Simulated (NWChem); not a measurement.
**PBE/def2-SVP run of HCl (hydrogen chloride)**

Aim: the vertical ionisation energy of HCl (hydrogen chloride) at PBE/def2-SVP, from 2 runs. 

The calculation is run with NWChem 7.3.0.

2 further runs of the same task are left out: 2 set aside as unsound or not needed.

## Step 1: The structure to begin with

The species is HCl (2 atoms), meant as a singlet with charge 0. SMILES: `Cl`. Geometry: relaxed at PBE0-D4/def2-TZVP.

Bond lengths: Cl1–H2 1.279 Å.

## Step 2: A single-point energy at PBE/def2-SVP

The input, clh.nw:

```
start clh
memory 2200 mb

geometry units atomic noautosym nocenter noautoz
  Cl     1.03179046    -0.33731611     0.53063510
  H     -1.03179046     0.33731611    -0.53063510
end

basis spherical bse
  * library def2-SVP
end

dft
  xc xpbe96 cpbe96
  grid fine
  convergence energy 1e-08
  maxiter 100
  mulliken
  print low
end

task dft energy
```

Launch:

```bash
$ nwchem clh.nw > clh.out
```

Standard output, shortened:

```text
[...]
 d= 0,ls=0.0,diis     1   -460.4417199662 -4.67D+02  2.30D-02  1.99D-01     0.2
[...]
 d= 0,ls=0.0,diis     8   -460.4610467287  3.41D-13  1.18D-08  6.73D-14     0.8
         Total DFT energy =     -460.461046728738
      One electron energy =     -649.907271810576
           Coulomb energy =      210.828287639562
    Exchange-Corr. energy =      -28.416839525232
 Nuclear repulsion energy =        7.034776967509
[...]
      Total Density - Mulliken Population Analysis
     ---------------------------------------------
    Atom       Charge   Shell Charges
 -----------   ------   -------------------------------------------------------
    1 Cl  17    17.14   2.00  1.98  1.26  0.69  5.93  2.16  3.10  0.02
    2 H    1     0.86   0.69  0.13  0.05
[...]
```

Wall time 1.4 s (1 thread of Intel Xeon Platinum 8488C (Sapphire Rapids), shared host); peak memory 0.11 GiB.

## Step 3: The doublet cation

The input, m1.nw:

```
echo
start m1
title "ClH PBE"
memory stack 880 mb heap 220 mb global 1100 mb
charge 1
geometry units au noautosym nocenter noautoz
   Cl     1.03179046    -0.33731611     0.53063510
   H     -1.03179046     0.33731611    -0.53063510
end
basis "ao basis" spherical bse
   * library def2-SVP
end
dft
   xc xpbe96 cpbe96
   mult 2
   grid fine
   convergence energy 1e-08
   maxiter 100
   mulliken
   noprint "final vectors analysis"
end
task dft energy
```

Launch:

```bash
$ nwchem m1.nw > m1.out
```

Standard output:

```text
[...]
          Wavefunction type:  spin polarized.
          No. of atoms     :     2
          No. of electrons :    17
[...]
          Charge           :     1
          Spin multiplicity:     2
[...]
          AO basis - number of functions:    23
[...]
              XC Information
              --------------
          PerdewBurkeErnzerhof Exchange Functional  1.000
            Perdew 1991 LDA Correlation Functional  1.000 local
           PerdewBurkeErnz. Correlation Functional  1.000 non-local
[...]
 d= 0,ls=0.0,diis     1   -459.8747697534 -4.67D+02  3.43D-02  4.39D-01     0.3
[...]
 d= 0,ls=0.5,diis    12   -459.9996494862 -4.52D-09  1.63D-06  1.29D-09     1.9
[...]
         Total DFT energy =     -459.999649487327
      One electron energy =     -641.996666251572
           Coulomb energy =      203.021172718463
    Exchange-Corr. energy =      -28.058932921727
 Nuclear repulsion energy =        7.034776967509
[...]
      Total Density - Mulliken Population Analysis
     ---------------------------------------------
    Atom       Charge   Shell Charges
 -----------   ------   -------------------------------------------------------
    1 Cl  17    16.28   2.00  1.99  1.40  0.55  5.92  2.10  2.30  0.02
    2 H    1     0.72   0.64  0.03  0.05
[...]
      <S2> =      0.7522 (Exact =     0.7500)
[...]
```

Run time: 2.7 s. Hardware: 1 thread of Intel Xeon Platinum 8488C (Sapphire Rapids), shared host; peak memory 0.11 GiB.

## Step 4: Results

At PBE/def2-SVP:

```
                                          quantity          value
                         singlet HCl: total energy  -460.46105 Eh
                      doublet cation: total energy  -459.99965 Eh
                              doublet cation: ⟨S²⟩          0.752
vertical ionisation energy (to the doublet cation)      12.555 eV
```

The vertical ionisation energy comes to 12.56 eV (1211 kJ/mol).
